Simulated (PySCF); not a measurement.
Identify the unknown among the candidates.

All candidates are C4H7F.

* XPS: C1s 290.6, C1s 290.7, C1s 291.1, C1s 292.6, F1s 692.9 eV [ΔSCF SCAN, pcX-2 on the ionised atom, pcseg-1 elsewhere, spin-free X2C]
* Dipole: 1.82 D [CAM-B3LYP/def2-SVPD]
* Couplings: largest of the computed one-bond spin–spin couplings (means over like bonds): 19F–13C -336.5, 13C–1H +200.7, 13C–1H +160.2, 13C–1H +133.3 (×3), 13C–1H +131.9 (×2), 13C–13C +92.5, 13C–13C +48.5, 13C–13C +36.9 Hz [B3LYP/pcJ-1, spin–dipole term left out for some pairs]
* 1H NMR: chemical shifts (computed TMS as zero) by class: 6.66 (1 H), 5.46 (1 H), 1.87 (2 H), 1.04 (3 H) ppm [GIAO PBE0/pcSseg-1]
* Polarisability: 52.0 au [CAM-B3LYP/def2-SVPD]
* NMR, other nuclei: isotropic shieldings of nuclei other than C and H, by class: 297 (1 F) ppm [GIAO PBE0/pcSseg-1]
* 13C NMR: chemical shifts (computed TMS as zero) by class: 157.5 (1 C), 119.3 (1 C), 22.9 (1 C), 17.5 (1 C) ppm [GIAO PBE0/pcSseg-1]
* Triplet: lowest triplet excitation (Tamm–Dancoff): 4.34 eV [TDA CAM-B3LYP/def2-SVPD]
* Valence photoelectron: vertical ionisation energy: 9.64 eV [ΔSCF CAM-B3LYP/def2-SVPD]
* Rotational structure: rotational constants A, B, C: 19.342, 2.097, 2.044 GHz [PBE0-D3(BJ)/def2-SVP]

Gas-phase values; electronic properties from PySCF, density fitting. Levels stand in brackets. Geometry: PBE0-D3(BJ)/def2-SVP, one conformer, isolated molecule. NMR values are class means; diastereotopic atoms form classes of their own.

Task: Which candidate is it?
A. `CC/C=C/F`
B. `CC(C)=CF`
C. `CC1(F)CC1`

Result: A. It is `CC/C=C/F`. Numbering: `[CH3:1][CH2:2]/[CH:3]=[CH:4]/[F:5]`. Its formula, C4H7F, gives 1 degree of unsaturation: 0 rings and 1 π bond in the structure found. 4 carbons fall into 4 classes; from least to most shielded: vinylic C–F carbon [C4] (157.5 ppm), alkene CH carbon [C3] (119.3 ppm), allylic carbon [C2] (22.9 ppm), methyl carbon [C1] (17.5 ppm). Hydrogen classes from least to most shielded: 1 H on a vinylic C–F carbon, C4 (6.66 ppm), 1 H on an alkene CH carbon, C3 (5.46 ppm), 2 H on an allylic carbon, C2 (1.87 ppm), 3 H on a methyl carbon, C1 (1.04 ppm). The other shieldings belong to: 297 ppm, vinyl fluorine [F5]. The couplings run between: -336.5 Hz, vinyl fluorine [F5] and vinylic C–F carbon [C4]; +200.7 Hz, vinylic C–F carbon [C4] and its hydrogen; +160.2 Hz, alkene CH carbon [C3] and its hydrogen; +133.3 Hz, methyl carbon [C1] and its hydrogen (with 2 like pairs); +131.9 Hz, allylic carbon [C2] and its hydrogen (with 1 like pair); +92.5 Hz, alkene CH carbon [C3] and vinylic C–F carbon [C4]; +48.5 Hz, allylic carbon [C2] and alkene CH carbon [C3]; +36.9 Hz, methyl carbon [C1] and allylic carbon [C2]. The core levels belong to: C1s 290.6 eV, alkene CH carbon [C3]; C1s 290.7 eV, methyl carbon [C1]; C1s 291.1 eV, allylic carbon [C2]; C1s 292.6 eV, vinylic C–F carbon [C4]; F1s 692.9 eV, vinyl fluorine [F5]. The first electron is taken from the HOMO, whose largest Löwdin shares are 0.34 on the alkene CH carbon, 0.31 on the vinylic C–F carbon, 0.15 on the vinyl fluorine and 0.07 on the allylic carbon. The optimised geometry has point group C1 and is an asymmetric top.

The others, at the same levels:
- `CC(C)=CF` fails: its computed 13C shifts are 151.6 (1 C), 119.9 (1 C), 19.3 (1 C), 15.3 (1 C) ppm, core binding energies are C1s 290.6, C1s 290.9, C1s 291.0, C1s 292.2, F1s 692.7 eV and 1H shifts are 6.58 (1 H), 1.71 (3 H), 1.57 (3 H) ppm.
- `CC1(F)CC1` fails: it has 3 carbon classes against 4; its computed 13C shifts are 72.8 (1 C), 22.7 (1 C), 13.4 (2 C) ppm, core binding energies are C1s 290.8 (×2), C1s 291.0, C1s 292.9, F1s 692.2 eV and 1H shifts are 1.49 (3 H), 0.96 (2 H), 0.36 (2 H) ppm.

Each candidate is one conformer, not necessarily the lowest. Dipoles, sizes and rotational constants follow the conformer. The torsions of the flexible species, by atom-mapped SMILES:
- `[CH3:1][CH2:2]/[CH:3]=[CH:4]/[F:5]`: C1–C2–C3–C4 119°

One-bond C–F couplings are unscaled; at this level they come out some 30 % too large in size.
